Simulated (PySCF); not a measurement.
# C4H5NO (3-methylisoxazole): the cost of one run

Computed with PySCF 2.14.0, with density-fitted response routines of our own, on a single molecule in the gas phase. Atoms are numbered from 0 throughout.

### 1 The molecule as given

11 atoms, charge 0, multiplicity 1; geometry from: GFN2-xTB.

Bonds of the start (Å): C0–C1 1.48, C1–C2 1.42, C2–C3 1.36, C3–O4 1.34, O4–N5 1.35, N5–C1 1.31, C0–H6 1.09, C0–H7 1.09, C0–H8 1.09, C2–H9 1.07, C3–H10 1.07.

### 2 TDDFT and polarisability: CAM-B3LYP/def2-SVPD

What the job is given:

```
{"job": {"kind": "uv", "xc": "CAM-B3LYP", "basis": "def2-SVPD", "nstates": 8, "ntriplets": 3}, "charge": 0, "multiplicity": 1}
C     -1.708055     0.009842     0.177007
C     -0.252311    -0.231022     0.030059
C      0.783627     0.735990    -0.095399
C      1.910822    -0.017099    -0.202729
O      1.594459    -1.313526    -0.148676
N      0.254545    -1.434511    -0.004534
H     -1.899191     0.628964     1.051797
H     -2.090173     0.532380    -0.698557
H     -2.225031    -0.938969     0.283535
H      0.689300     1.800975    -0.101083
H      2.947431     0.229647    -0.317382
```

Level: TDDFT CAM-B3LYP/def2-SVPD, vertical, gas phase, core orbitals frozen in the response.

Command:

```bash
$ OMP_NUM_THREADS=1 python probes_run.py task.json out
```

The driver reads the jobs from task.json and runs them one after another.

**Question.** How long does this first job take on 1 thread of Intel Xeon Platinum 8375C at 2.90GHz, shared host, and how much memory does it need?

About 18 s, with a peak of 0.72 GiB.
